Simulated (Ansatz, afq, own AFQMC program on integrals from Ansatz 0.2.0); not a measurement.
**CH4GeN, doublet: AFQMC among the cluster methods**

| atom | x (Å) | y (Å) | z (Å) |
| --- | --- | --- | --- |
| Ge | -0.9212 | 0.0000 | 0.0000 |
| H | -1.4327 | 1.4466 | 0.0000 |
| H | -1.4327 | -0.7233 | 1.2528 |
| H | -1.4327 | -0.7233 | -1.2528 |
| H | 0.9858 | 0.0000 | 0.0000 |
| N | 3.2359 | 0.0000 | 0.0000 |
| C | 2.0758 | 0.0000 | 0.0000 |

Basis cc-pVDZ. Only valence electrons are correlated. AFQMC by an in-house program on the Cholesky factors that Ansatz 0.2.0 writes for its CCSD(T) run. The CISD trial takes its coefficients from CCSD amplitudes. Released means that phaseless walkers are propagated on without the constraint, phases kept. Error bars are statistical, one sigma. No spin–orbit coupling.

Determinant: UHF, the one that the program's search chose, which needn't be the lowest solution. The geometry is a point of a scan.

No full CI on the walks' own integrals is used here; CCSDT(Q) serves as the reference and is uncertain by about the last step of the cluster series.

Cautions: no relativity below Rb; no spin-orbit coupling; inner d shell frozen; unrestricted determinant slightly spin contaminated (⟨S²⟩ 0.83 against 0.75).

- T1 diagnostic: 0.0266
- weight of the determinant in the CISD state: 0.815
- ⟨S²⟩ of the determinant: 0.828
- size of the correlated space: 17 electrons in 59 orbitals

Reference: CCSDT(Q), correlation energy -11.842 eV. The released energy is read at 1.50 1/Eh (meV from the phaseless value at times in 1/Eh: -1 ± 7 at 0.24, -14 ± 6 at 0.51, -26 ± 7 at 0.99, -24 ± 11 at 1.50).

| level | E − E(reference) (kJ/mol) | share of correlation (%) |
| --- | --- | --- |
| HF | 1142.6 | 0.00 |
| MP2 | 149.6 | 86.91 |
| CCSD | 46.4 | 95.94 |
| CCSD(T) | 6.9 | 99.40 |
| CCSDT | 4.2 | 99.63 |
| ph-AFQMC/CISD | 1.5 ± 0.8 | 99.87 |
| released AFQMC | -0.9 ± 1.0 | 100.08 |

A walk keeps the symmetry of its determinant, which the program's search chose and which needn't be the lowest solution, so a lower state of the same spin and another symmetry isn't excluded. Released energies are given only where the last usable release times agree within the noise; a slower fall can still hide under it.
